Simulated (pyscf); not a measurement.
**Four-centre exchange: H₂B–F + silane (SiH₄) → H₂B–F + silane (SiH₄)**

Gas phase, singlet surface, charge 0. Bonds broken: B1–H6, H3–Si5. Bonds formed: B1–H3, Si5–H6. Single points on ωB97X-D3(BJ)/def2-SVP structures (PySCF, gas phase). Correlated levels are frozen-core, on RHF or UHF. ΔMP2 is the change of the MP2 total energy from the triple- to the quadruple-zeta basis.

Transition state (Å):

```xyz
9

B     -1.7191    -0.1394     0.1225
F     -1.6202    -0.2579     1.4896
H     -0.9908    -1.0028    -0.4797
H     -2.7819    -0.2609    -0.4444
Si     0.2134     0.2750    -0.7561
H     -1.3296     1.0122    -0.2799
H      1.2015    -0.7988    -0.4458
H     -0.0423     0.3800    -2.2141
H      0.8099     1.5280    -0.2084
```

One imaginary mode, 313i cm⁻¹; descent along it reached the two sides named.

| bond | change | reactant side (Å) | saddle | product side |
|---|---|---|---|---|
| B1–H6 | breaks | 1.210 | 1.280 | 2.533 |
| H3–Si5 | breaks | 1.494 | 1.777 | 3.1 |
| B1–H3 | forms | 2.522 | 1.280 | 1.210 |
| Si5–H6 | forms | 3.1 | 1.775 | 1.494 |

Electronic energies relative to the separated reactants (kcal/mol):

| level | barrier | reaction energy | reverse barrier |
|---|---|---|---|
| ωB97X-D3(BJ)/def2-TZVP | 7.6 | 0.0 | 7.6 |
| PBE/def2-TZVP | 3.1 | 0.0 | 3.1 |
| r²SCAN/def2-TZVP | 4.2 | 0.0 | 4.2 |
| B3LYP-D3(BJ)/def2-TZVP | 9.9 | 0.0 | 9.9 |
| PBE0-D3(BJ)/def2-TZVP | 3.5 | 0.0 | 3.5 |
| M06-2X/def2-TZVP | 8.8 | 0.0 | 8.8 |
| ωB97M-D3(BJ)/def2-TZVP | 8.9 | 0.0 | 8.9 |
| HF/def2-TZVP | 27.5 | 0.0 | 27.5 |
| MP2/def2-QZVPP | 9.4 | 0.0 | 9.4 |
| CCSD/def2-TZVPP | 12.7 | 0.0 | 12.7 |
| CCSD(T)/def2-TZVPP | 10.8 | 0.0 | 10.8 |
| CCSD(T)/def2-TZVPP + ΔMP2(QZVPP) | 10.2 | 0.0 | 10.2 |

With CCSD(T)/def2-TZVPP + ΔMP2(QZVPP) energies and thermal terms (ideal gas, 1 atm, RRHO with modes under 100 cm⁻¹ raised to 100, one conformer, R ln 2 for chiral ones without a mode under 150 cm⁻¹), in kcal/mol:

```json
[
 {"T (K)": "298", "ΔH‡": "12.2", "ΔG‡": "22.2", "ΔH": "0.0", "ΔG": "0.0"},
 {"T (K)": "600", "ΔH‡": "12.0", "ΔG‡": "32.5", "ΔH": "0.0", "ΔG": "0.0"},
 {"T (K)": "900", "ΔH‡": "12.3", "ΔG‡": "42.6", "ΔH": "0.0", "ΔG": "0.0"},
 {"T (K)": "1200", "ΔH‡": "12.8", "ΔG‡": "52.7", "ΔH": "0.0", "ΔG": "0.0"}
]
```

At the saddle there is also a short B–Si contact that neither side keeps. This is the saddle that the search found; another between the same sides may lie lower. The CCSD(T) − MP2 part came from Ansatz, without density fitting, on the same reference.
